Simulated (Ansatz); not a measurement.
## Molecular dynamics, step by step

CH$_{4}$ClSi (SMILES [CH2-][SiH2]Cl) (charge -1), singlet, BHLYP-D4/def2-SVP (Ansatz 0.2.0). Settings (timestep in fs, temperature in K; T counts 15 degrees of freedom):

```yaml
hamiltonian: {xc: {name: BHLYP}, dispersion: d4}
md: {n_steps: 30, timestep: 0.75, temperature: 200, ensemble: nve, seed: 452, initial_velocities: maxwell_boltzmann}
```

Start (the SMILES describes the start alone):

| atom | x (Å) | y (Å) | z (Å) |
| --- | --- | --- | --- |
| C1 | -0.8285 | 0.0302 | -0.8979 |
| Si2 | 0.4300 | 0.1525 | 0.3690 |
| Cl3 | 1.1888 | -1.8451 | 0.6922 |
| H4 | -1.6275 | -0.6975 | -0.7297 |
| H5 | -1.2726 | 0.9923 | -1.1776 |
| H6 | 0.4497 | 0.5130 | 1.8359 |
| H7 | 1.6601 | 0.8546 | -0.0920 |

```json
{"step": "0", "time (fs)": "0.00", "potential energy less the start (meV)": "0.0", "kinetic energy (meV)": "129.3", "T (K)": "200"}
{"step": "2", "time (fs)": "1.50", "potential energy less the start (meV)": "33.8", "kinetic energy (meV)": "96.9", "T (K)": "150"}
{"step": "4", "time (fs)": "3.00", "potential energy less the start (meV)": "68.0", "kinetic energy (meV)": "64.0", "T (K)": "99"}
{"step": "6", "time (fs)": "4.50", "potential energy less the start (meV)": "31.1", "kinetic energy (meV)": "99.8", "T (K)": "154"}
{"step": "8", "time (fs)": "6.00", "potential energy less the start (meV)": "-14.5", "kinetic energy (meV)": "143.7", "T (K)": "222"}
{"step": "10", "time (fs)": "7.50", "potential energy less the start (meV)": "11.7", "kinetic energy (meV)": "119.4", "T (K)": "185"}
{"step": "12", "time (fs)": "9.00", "potential energy less the start (meV)": "15.5", "kinetic energy (meV)": "116.3", "T (K)": "180"}
{"step": "14", "time (fs)": "10.50", "potential energy less the start (meV)": "-34.4", "kinetic energy (meV)": "163.7", "T (K)": "253"}
{"step": "16", "time (fs)": "12.00", "potential energy less the start (meV)": "-24.0", "kinetic energy (meV)": "154.4", "T (K)": "239"}
{"step": "18", "time (fs)": "13.50", "potential energy less the start (meV)": "2.6", "kinetic energy (meV)": "129.3", "T (K)": "200"}
{"step": "20", "time (fs)": "15.00", "potential energy less the start (meV)": "-32.4", "kinetic energy (meV)": "163.2", "T (K)": "253"}
{"step": "22", "time (fs)": "16.50", "potential energy less the start (meV)": "-72.3", "kinetic energy (meV)": "201.4", "T (K)": "312"}
{"step": "24", "time (fs)": "18.00", "potential energy less the start (meV)": "-33.5", "kinetic energy (meV)": "164.6", "T (K)": "255"}
{"step": "26", "time (fs)": "19.50", "potential energy less the start (meV)": "-17.7", "kinetic energy (meV)": "149.5", "T (K)": "231"}
{"step": "28", "time (fs)": "21.00", "potential energy less the start (meV)": "-59.5", "kinetic energy (meV)": "188.9", "T (K)": "292"}
{"step": "30", "time (fs)": "22.50", "potential energy less the start (meV)": "-43.9", "kinetic energy (meV)": "174.3", "T (K)": "270"}
```

Step 4, positions (Å) and forces (eV/Å):

```
atom       x       y       z      Fx      Fy      Fz
  C1  -0.828   0.032  -0.900  -1.067   1.046   0.342
 Si2   0.432   0.148   0.372   0.006  -0.597  -1.332
 Cl3   1.188  -1.842   0.691   0.066  -0.363   0.110
  H4  -1.642  -0.712  -0.672   0.638   0.600  -0.108
  H5  -1.312   1.022  -1.251   0.812  -1.346   0.463
  H6   0.429   0.489   1.820  -0.254   0.326   0.484
  H7   1.694   0.837  -0.081  -0.200   0.333   0.041
```

Step 12, positions (Å) and forces (eV/Å):

| atom | x | y | z | Fx | Fy | Fz |
| --- | --- | --- | --- | --- | --- | --- |
| C1 | -0.837 | 0.049 | -0.890 | 1.633 | -0.916 | 1.474 |
| Si2 | 0.436 | 0.136 | 0.365 | -0.252 | 0.322 | -0.686 |
| Cl3 | 1.188 | -1.837 | 0.690 | 0.126 | -0.454 | 0.182 |
| H4 | -1.584 | -0.658 | -0.576 | -0.695 | -0.534 | 0.043 |
| H5 | -1.257 | 0.901 | -1.338 | -0.499 | 1.486 | -0.709 |
| H6 | 0.330 | 0.511 | 1.869 | -0.031 | -0.037 | -0.420 |
| H7 | 1.697 | 0.875 | -0.041 | -0.282 | 0.133 | 0.116 |

Step 22, positions (Å) and forces (eV/Å):

| atom | x | y | z | Fx | Fy | Fz |
| --- | --- | --- | --- | --- | --- | --- |
| C1 | -0.827 | 0.063 | -0.845 | -0.370 | -0.289 | 0.108 |
| Si2 | 0.435 | 0.125 | 0.347 | -0.364 | 0.695 | -0.121 |
| Cl3 | 1.190 | -1.838 | 0.692 | 0.353 | -0.474 | 0.261 |
| H4 | -1.628 | -0.623 | -0.526 | -0.033 | 0.151 | -0.298 |
| H5 | -1.168 | 0.890 | -1.464 | 0.128 | 0.074 | -0.021 |
| H6 | 0.197 | 0.520 | 1.789 | 0.121 | -0.182 | 0.220 |
| H7 | 1.611 | 0.999 | 0.041 | 0.167 | 0.023 | -0.148 |

Last step (30):

```xyz
7
angstrom
C -0.8287 0.0695 -0.8046
Si 0.4312 0.1263 0.3308
Cl 1.1945 -1.8438 0.6956
H -1.7072 -0.5575 -0.5894
H -1.0213 0.8763 -1.5656
H 0.1334 0.4616 1.7654
H 1.5744 1.0981 0.0610
```

Hardware: 2 CPU threads of an Intel Xeon, shared host. Wall time about 72 s.
